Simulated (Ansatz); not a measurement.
**The cluster Al₃Ga−: one state, many levels**

Aim: run the doublet of the cluster Al₃Ga− at one geometry on many levels, and compare frontier levels, spin and run time.

Method: as each input shows; program: Ansatz 0.2.0, Gaussian basis.

Plan: PBE-D4/def2-TZVPD, r2SCAN-D4/def2-TZVPD, B3LYP-D4/def2-TZVPD, BLYP-D4/def2-TZVPD, r2SCANh-D4/def2-TZVPD, B2PLYP/def2-TZVPD, ωB97X-V/def2-TZVPD, PBE-D4/def2-SVPD, PBE0-D4/def2-SVPD, HF/6-31G, B3LYP-D4/6-31G, CCSD(T)/def2-TZVPD, RPA/def2-TZVPD.

## Step 1: The geometry

The geometry is that of the doublet, from an earlier relaxation (PBE0-D4/def2-SVPD). At that level it is the lowest of the isomers that a small search found.

4 atoms, charge -1, spin multiplicity 2.

Atoms are counted from 1 here; the program's logs count them from 0.

Bond lengths: Al1–Al2 2.549 Å, Al1–Ga4 2.524 Å, Al2–Al3 2.550 Å, Al3–Ga4 2.522 Å. Angles: Al2–Al1–Ga4 103.8°, Al1–Al2–Al3 75.8°, Al2–Al3–Ga4 103.8°, Al1–Ga4–Al3 76.7°.

The ion is computed in the gas phase, without counter-ions or solvent.

PBE0-D4/def2-TZVPD was run before; its log isn't repeated, and its numbers join the tables.

## Step 2: PBE-D4/def2-TZVPD

start.molden holds the orbitals of an earlier run on this state, given as this run's starting guess.

The input, in.yaml:

```yaml
crystal:
  periodic: [false, false, false]
  atoms:
    - {symbol: Al, position_ang: [-0.522086, 1.474098, 0.069595]}
    - {symbol: Al, position_ang: [1.891850, 0.660215, -0.008727]}
    - {symbol: Al, position_ang: [0.506035, -1.479289, -0.070451]}
    - {symbol: Ga, position_ang: [-1.875800, -0.655025, 0.009584]}
basis:
  gaussian: {orbitals: def2-TZVPD, initial_orbitals: start.molden}
total_charge: -1
magnetization: {spin_polarized: true, initial_magnetization: 1}
hamiltonian: {xc: pbe, dispersion: d4}
scf: {omitted_lower_state_checks: [starts]}
output: {orbitals: {seedname: orbitals}}
```

On the command line:

```console
> ansatz run in.yaml --threads 2 --pin off --events-out ev --progress --plain --max-ram 4352MiB
```

After this run come: r2SCAN-D4/def2-TZVPD; B3LYP-D4/def2-TZVPD; BLYP-D4/def2-TZVPD; r2SCANh-D4/def2-TZVPD; B2PLYP/def2-TZVPD; ωB97X-V/def2-TZVPD; PBE-D4/def2-SVPD; PBE0-D4/def2-SVPD; HF/6-31G; B3LYP-D4/6-31G; CCSD(T)/def2-TZVPD; RPA/def2-TZVPD.

Before running them: what should the planned runs give, taken together? Wanted: gap in def2-TZVPD, named functionals, smallest and largest; correlation energy, CCSD(T)/def2-TZVPD; ⟨S²⟩ in def2-TZVPD, named functionals, smallest and largest; PBE0 total energy, smallest basis above largest.

**Answer**, as computed:

| quantity | value |
| --- | --- |
| gap in def2-TZVPD, named functionals, smallest and largest | 0.24 eV (BLYP-D4), 4.78 eV (ωB97X-V) |
| correlation energy, CCSD(T)/def2-TZVPD | -13.27 eV |
| ⟨S²⟩ in def2-TZVPD, named functionals, smallest and largest | 0.756, 0.785 |
| PBE0 total energy, smallest basis above largest | 13.51 eV (def2-SVPD, def2-TZVPD) |

Over the named functionals in def2-TZVPD the gap runs from 0.24 eV (BLYP-D4) to 4.78 eV (ωB97X-V); exact exchange widens it. Over the named functionals in def2-TZVPD spin contamination reaches 0.03 (r2SCANh-D4), which is small. BLYP-D4 puts the HOMO above zero: the outermost electron is held by the basis alone. Notes on CCSD(T)/def2-TZVPD: large T1 diagnostic, spin contamination.
